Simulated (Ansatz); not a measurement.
Calculated with Ansatz (gas phase, PBE0-D4/def2-TZVP geometries, no zero-point term in ΔE). CCSD(T)/CBS is the MP2 limit (def2-TZVPP, def2-QZVPP) plus CCSD(T) − MP2 in def2-TZVPP, frozen cores. DFT in def2-TZVPP. B3LYP here is the variant with VWN-RPA as its local correlation; programs differ in this. HSE06 is defined as in plane-wave codes. One conformer a species, not always the lowest.

Reaction (isomerisation): `NC=C(F)F` → `N=CC(F)F`

```
           level  ΔE (kcal/mol)  difference from CCSD(T)/CBS
         BLYP-D4           -5.4                          2.2
       r2SCAN-D4           -4.3                          3.3
      r2SCANh-D4           -4.4                          3.2
    CAM-B3LYP-D4           -5.7                          1.9
         ωB97X-V           -6.9                          0.7
         ωB97M-V           -6.3                          1.3
          B2PLYP           -7.0                          0.6
        PBE-QIDH           -5.8                          1.8
             PBE           -3.2                          4.4
          revPBE           -4.4                          3.2
          r2SCAN           -4.3                          3.3
           B3LYP           -5.5                          2.1
           HSE06           -3.8                          3.8
       CAM-B3LYP           -5.7                          1.9
   CCSD/def2-SVP           -9.6                         -2.0
CCSD(T)/def2-SVP           -9.5                         -1.9
     CCSD(T)/CBS           -7.6                            0
```

Largest T1 diagnostic among the species: 0.012.

In def2-TZVPP, CCSD(T) changes the Hartree–Fock value by +2.2 kcal/mol (the triples alone add +0.2 kcal/mol) and MP2 by +3.0 kcal/mol. At CCSD(T), def2-SVP lies −1.9 kcal/mol from the extrapolated value and def2-TZVPP −1.1 kcal/mol. From BLYP to BHLYP (50 % exact exchange), in def2-TZVPP and without D4, ΔE moves by −1.3 kcal/mol.
